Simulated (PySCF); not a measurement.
Simulated outer-valence photoelectron spectrum of `[SiH]#C`. Method: EOM-IP-CCSD/aug-cc-pVDZ in PySCF, restricted Hartree–Fock reference, frozen core, non-relativistic, gas phase, PBE0-D3(BJ)/def2-SVP geometry.

Each root has a Gaussian of 0.4 eV full width with its one-hole share as area; cross sections and vibrations are left out, and the highest printed point is 100.

ionisation energy (eV), intensity and a bar:
```
      8.6          0 
      8.8          8 ###
      9.0         58 #################
      9.2        100 ##############################
      9.4         45 #############
      9.6         29 #########
      9.8         90 ###########################
     10.0         83 #########################
     10.2         19 ######
     10.4          1 
     10.6          0 
     10.8          0 
     11.0          0 
     11.2          0 
     11.4          0 
     11.6          0 
     11.8          0 
     12.0          0 
     12.2          0 
     12.4          0 
     12.6          0 
     12.8          0 
     13.0          0 
     13.2          1 
     13.4         13 ####
     13.6         70 #####################
     13.8         93 ############################
     14.0         31 #########
     14.2          3 #
     14.4          0 
     14.6          0 
     14.8          0 
     15.0          0 
     15.2          0 
     15.4          0 
     15.6          0 
     15.8          0 
     16.0          1 
     16.2         14 ####
     16.4         63 ###################
     16.6         69 #####################
     16.8         19 ######
     17.0          1
```

Q: Where are the maxima, and how many lines lie under the curve?

A: 4 maxima, at 9.2, 9.9, 13.7 and 16.5 eV, from 4 lines.

Q: List the lines with their holes.

A: 
| E (eV) | leading hole (HF orbital) | area | Koopmans (eV) |
| --- | --- | --- | --- |
| 9.18 | HOMO-1 | 0.94 | 9.40 |
| 9.89 | HOMO | 0.96 | 9.13 |
| 13.74 | HOMO-2 | 0.92 | 14.84 |
| 16.51 | HOMO-3 | 0.73 | 18.38 |

The widest gap, 3.85 eV, lies between 9.89 and 13.74 eV. Only orbitals with −ε under 21 eV, eight at most, were ionised, so the high end of the curve may lack lines.
